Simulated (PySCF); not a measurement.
Acid–base and redox partners of OC=O. Isolated molecules, 0 K electronic values unless said otherwise. One relaxed conformer stands for each flexible species; it need not be the lowest. Strings in code marks are SMILES.

The vertical ionisation energy (Delta-SCF) from two functionals at the same geometries (PBE0-D4/def2-TZVP), both in PySCF: PBE-D3(BJ)/def2-TZVP and PBE0-D4/def2-TZVP. Delta-SCF ions had no search for a lower state. 

```
species                                                                          PBE0-D4/def2-TZVP (eV)
-------------------------------------------------------------------------------  ----------------------
neutral parent (`O=CO` (O–C–O–H torsion 0°))                                                      11.33
proton added at O1 (`O/C=[O+]\[H]` (H–O–C–O torsion 0°))                                          20.98
proton added at O3 (`O=C[OH2+]` (not the most basic site; O–C–O–H torsion 12°))                   19.70
```

What does PBE-D3(BJ)/def2-TZVP give for each?


- neutral parent (`O=CO` (O–C–O–H torsion 0°)): 11.27
- proton added at O1 (`O/C=[O+]\[H]` (H–O–C–O torsion 0°)): 20.89
- proton added at O3 (`O=C[OH2+]` (not the most basic site; O–C–O–H torsion 12°)): 19.61
Over these rows, drawn at random from the members with no instability flagged (it was tested for open shells, ions and some series alone), PBE minus PBE0-D4: mean -0.08 eV, from -0.09 eV to -0.06 eV.
